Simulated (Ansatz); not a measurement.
Geometry optimisation, RKS PBE0-D4/STO-3G (Ansatz).

Input file:

```yaml
crystal:
  periodic: [false, false, false]
  atoms:
    - { symbol: C, position_ang: [-1.8701, 0.0018, -0.06] }
    - { symbol: O, position_ang: [-0.6737, -0.0772, 0.5927] }
    - { symbol: C, position_ang: [0.3855, -0.0158, -0.3379] }
    - { symbol: F, position_ang: [0.3663, -1.0736, -1.1652] }
    - { symbol: C, position_ang: [1.746, -0.1495, 0.3948] }
    - { symbol: Cl, position_ang: [1.68948, -1.47663, 1.62618] }
    - { symbol: H, position_ang: [-2.0439, -0.7834, -0.7615] }
    - { symbol: H, position_ang: [-1.9409, 1.0168, -0.613] }
    - { symbol: H, position_ang: [-2.708, 0.0364, 0.7221] }
    - { symbol: H, position_ang: [0.3779, 0.8986, -0.9029] }
    - { symbol: H, position_ang: [2.55468, -0.43172, -0.32111] }
    - { symbol: H, position_ang: [2.03333, 0.74602, 0.92949] }
basis:
  gaussian: { orbitals: STO-3G }
hamiltonian:
  xc: pbe0
  dispersion: d4
relax:
  f_tol: 0.015
  max_steps: 40
```

Run as:

```bash
$ ansatz run input.yaml --threads 1 --pin off --max-ram 2048MiB --backend cpu --events-out ev --progress --plain --runs-dir out
```

Where does it end, and by what steps?

It converged. Limits of this set-up: minimal basis. After 8 steps the energy has fallen by 0.656 eV; Cl6 moved furthest, 0.33 Å.

```json
{"step": "0", "energy less start (eV)": "0.0000", "largest force component (eV/Å)": "4.133", "accepted": "yes"}
{"step": "1", "energy less start (eV)": "-0.5933", "largest force component (eV/Å)": "1.402", "accepted": "yes"}
{"step": "2", "energy less start (eV)": "-0.6417", "largest force component (eV/Å)": "0.298", "accepted": "yes"}
{"step": "3", "energy less start (eV)": "-0.6481", "largest force component (eV/Å)": "0.080", "accepted": "yes"}
{"step": "4", "energy less start (eV)": "-0.6517", "largest force component (eV/Å)": "0.137", "accepted": "yes"}
{"step": "5", "energy less start (eV)": "-0.6544", "largest force component (eV/Å)": "0.118", "accepted": "yes"}
{"step": "6", "energy less start (eV)": "-0.6553", "largest force component (eV/Å)": "0.058", "accepted": "yes"}
{"step": "7", "energy less start (eV)": "-0.6557", "largest force component (eV/Å)": "0.023", "accepted": "yes"}
{"step": "8", "energy less start (eV)": "-0.6557", "largest force component (eV/Å)": "0.007", "accepted": "yes"}
```

```xyz
12
Properties=species:S:1:pos:R:3
C -1.910 0.109 -0.067
O -0.644 -0.046 0.644
C 0.412 -0.138 -0.353
F 0.278 -1.282 -1.139
C 1.767 -0.142 0.437
Cl 1.924 -1.640 1.465
H -2.126 -0.750 -0.733
H -1.934 1.036 -0.675
H -2.697 0.167 0.703
H 0.414 0.771 -1.022
H 2.619 -0.128 -0.263
H 1.814 0.734 1.105
```

Whether the end is a true minimum wasn't checked by a vibrational analysis.

Time of the run: 51 s on 1 CPU thread of a shared host.
